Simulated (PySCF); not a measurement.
Gas-phase reaction: HBNH + Cl2 ⇌ BCl2NH2

Computed with PySCF (xtb for GFN2) and rigid-rotor harmonic-oscillator thermochemistry at 1 bar. † marks an energy on the PBE0/def2-TZVP geometry and frequencies; other levels use their own. MP2 freezes the core. 6-31G* has spherical d functions here. All species are closed-shell singlets. B3LYP is the form with VWN-RPA correlation. HBNH, BCl2NH2: computed as isolated molecules; such fragments, hydroxides, amides, oligomers or adducts are transient or little studied in the gas. MP2 isn't extrapolated to the basis-set limit; its ΔH°(298 K) is -509.3 kJ in def2-SVP and -482.0 kJ in def2-TZVPP. The harmonic model lacks anharmonicity and excited electronic states, which grow with temperature; levels with a mode under 35 cm⁻¹ are left out. Internal rotation in BCl2NH2 is treated as a harmonic vibration of one conformer, which makes the entropy rough.

| level | ΔE electronic, kJ | ΔH°(298 K), kJ | ΔS°(298 K), J/K | ΔG°(1000 K), kJ |
|---|---|---|---|---|
| B3LYP/6-31G* | -482 | -468 | -139 | -327 |
| B3LYP/def2-TZVP† | -452 | -437 | -139 | -297 |
| GFN2-xTB | -306 | -295 | -137 | -157 |
| HF/6-31G* | -515 | -500 | -138 | -360 |
| MP2/def2-TZVPP† | -497 | -482 | -139 | -342 |
| PBE/def2-TZVP† | -464 | -449 | -139 | -309 |
| PBE0/def2-TZVP | -489 | -474 | -139 | -334 |
| r2SCAN/def2-TZVP† | -492 | -478 | -139 | -338 |
| LDA/def2-TZVP† | -510 | -496 | -139 | -355 |
| ωB97M-V/def2-TZVP† | -479 | -465 | -139 | -324 |
| ωB97X-V/def2-TZVP† | -488 | -473 | -139 | -333 |
ΔH° is lowest at HF/6-31G* and highest at GFN2-xTB. No reference value is set beside these.
